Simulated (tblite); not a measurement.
C₅H₁₁S (charge -1).
Z-matrix (Å and degrees, GFN2-xTB geometry), rows numbered from 1:
```
C 
C   1  1.5257
C   2  1.5307  1  109.79
C   2  1.5384  1  109.53  3   124.75
C   4  1.5273  2  112.17  1  -178.64
S   4  1.8158  2  110.47  1    59.19
H   1  1.0912  2  111.49  3    65.36
H   1  1.0904  2  110.23  3   -55.68
H   1  1.0889  2  108.09  3  -174.19
H   2  1.0976  1  108.17  3  -118.64
H   3  1.0916  2  110.20  1   -49.87
H   3  1.0904  2  110.24  1    69.53
H   3  1.0884  2  111.52  1  -169.87
H   4  1.1038  2  108.41  1   -58.84
H   5  1.0900  4  109.64  2   -55.58
H   5  1.0944  4  112.42  2    66.10
H   5  1.0891  4  109.03  2  -173.56
```

Level: GFN2-xTB in tblite, geometry and Hessian alike; calculated harmonic values, unscaled, isolated species. Against measured fundamentals such values can be off by several per cent, at times by over 20. One conformer, not necessarily the lowest.

Harmonic wavenumbers (cm⁻¹): 75.1, 197.2, 197.6, 231.8, 242.1, 323.4, 327.2, 352.2, 393.2, 483.4, 705.2, 828.1, 935.7, 945.1, 976.6, 987.8, 1039.8, 1072.6, 1129.5, 1158.3, 1175.5, 1226.1, 1285.5, 1318.8, 1343.0, 1387.0, 1392.2, 1402.2, 1493.5, 1499.1, 1502.9, 1510.5, 1516.4, 1527.5, 2789.7, 2907.7, 2916.1, 2967.9, 2974.3, 2989.9, 2995.5, 2997.6, 3003.6, 3013.9, 3017.1.

A = 3803, B = 2182, C = 1484 MHz; mass 103.058 u (most abundant isotopes); point group C1, symmetry number 1.

Question: Zero-point energy?

Answer: ½Σν̃ = 32378 cm⁻¹ = 92.57 kcal/mol.

Question: Entropy at 273.15 K, 1 bar (ideal gas, RRHO, classical rotation)?

Answer: Translation 39.40, rotation 27.40, vibration 16.96: S = 83.8 cal/(mol K).

Question: And Cp and H(273.15 K) − H(0)?

Answer: Cp = 28.65 cal/(mol K), of which vibrations give 20.70 (their classical limit is 45 R = 89.4); H(273.15 K) − H(0) = 4.88 kcal/mol without the zero-point energy, 2.71 from vibrations.

Question: What must be added to the electronic energy to get the Gibbs energy at 273.15 K and 1 bar?

Answer: ZPE + [H(273.15 K) − H(0)] − T·S = 92.57 + 4.88 − 22.88 = 74.57 kcal/mol.

Question: Blend soft modes into free rotors: weight 1/[1 + (100 cm⁻¹/ν̃)⁴] for the oscillator and the rest for a rotor with moment μB/(μ + B), μ = h/(8π²ν), B = 10⁻⁴⁴ kg m². What vibrational entropy results?

Answer: 16.40 cal/(mol K) in place of 16.96, which changes −T·S at 273.15 K by +0.15 kcal/mol.

Question: Which modes carry the vibrational entropy at 273.15 K?

Answer: 75.1 cm⁻¹: 3.84; 197.2 cm⁻¹: 2.00; 197.6 cm⁻¹: 2.00; 231.8 cm⁻¹: 1.71; 242.1 cm⁻¹: 1.63; 323.4 cm⁻¹: 1.15 cal/(mol K); the other 39 give 4.63 together.

Hindered rotation and anharmonicity are outside this model. Other conformers, if any are populated, would add a mixing term that is left out. The structure is chiral; the term R ln 2 for an equal mix with its mirror image is left out.
